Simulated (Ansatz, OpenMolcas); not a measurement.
**Worked example: vertical ionisation energy of SiO2 (silicon dioxide molecule)**

SiO2: 3 atoms, total charge 0, spin state singlet. SMILES: `O=[Si]=O`. The shape is that of a PBE0-D4/def2-TZVP optimisation.

```xyz
3

O     0.6977    1.2296    0.5188
Si    0.0000    0.0000    0.0000
O    -0.6977   -1.2296   -0.5188
```

Both states at this one shape; open shells run unrestricted unless said. 1 Eh = 27.2114 eV.

```
        level     program  singlet SiO2 (Eh)  doublet [SiO2]+ (Eh)
  BLYP/STO-3G      Ansatz        -434.344783           -434.068139
M06-L/cc-pVTZ  OpenMolcas        -439.983406           -439.536897
 HSE06/STO-3G      Ansatz        -434.123655           -433.844844
```

Problem. Work out the vertical ionisation energy at each level.

Solution. 
1. BLYP/STO-3G: -434.068139 − (-434.344783) = 0.276644 Eh = 7.53 eV.
2. M06-L/cc-pVTZ: -439.536897 − (-439.983406) = 0.446509 Eh = 12.15 eV.
3. HSE06/STO-3G: -433.844844 − (-434.123655) = 0.278811 Eh = 7.59 eV.

No measured value is set beside it here; the levels span 7.53 to 12.15 eV. Minimal sets are far from the basis-set limit.
